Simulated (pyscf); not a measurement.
This saddle point was located with ωB97X-D3(BJ)/def2-SVP in PySCF.

```xyz
9

N     -0.9102     0.4737    -0.0972
N      1.1782     0.3627    -0.3140
H     -0.0918     1.0499    -0.5208
H     -1.1438    -0.2913    -0.7285
H      1.2516    -0.5964    -0.6682
H      1.3494     0.2838     0.6925
Ge    -1.9416     0.7422     1.3970
H     -1.8355    -0.5538     2.2566
H     -1.1785     1.8452     2.1765
```
Charge 0, spin multiplicity 1.

Surface: singlet, charge 0. Lowest wavenumbers (cm⁻¹): 1252i, 142, 212, 257, 449.

Problem. What reaction is this the transition state of?

Solution. `[NH2][NH2]` + `[GeH2]` [singlet] ⇌ `[NH]=[GeH2]` + `[NH3]`, a concerted two-bond exchange read from left to right: N–N, H–N broken and Ge–N, H–N formed. At ωB97M-D3(BJ)/def2-TZVP it lies +30.4 kcal/mol from the left side and +54.4 kcal/mol from the right (each side as separated species at their lowest minima found). On the reactant side the descent ends in an adduct with a Ge–N contact, 30.2 kcal/mol under the separated species and 60.4 kcal/mol under the saddle at ωB97X-D3(BJ)/def2-TZVP. What is counted as formed (Ge–N) is already present as a longer contact in the reactant adduct; forming that adduct is a step of its own. The products may also form a dative adduct at HN=GeH₂; it and routes through it were not searched. The same reactants have a lower exit, to H₂N–NH–GeH₃ (barrier +21.1 kcal/mol at ωB97M-D3(BJ)/def2-TZVP, against +30.4 kcal/mol here). HN=GeH₂ lies 37.2 kcal/mol over its isomer H₂N–GeH: [singlet] (electronic energy, ωB97M-D3(BJ)/def2-TZVP). One saddle was located; it need not be the lowest between these sides. A restricted solution here is unstable towards spin polarisation, so biradical character is likely and single-reference numbers are less safe. Elements up to Kr have no core potential and no relativistic terms here.
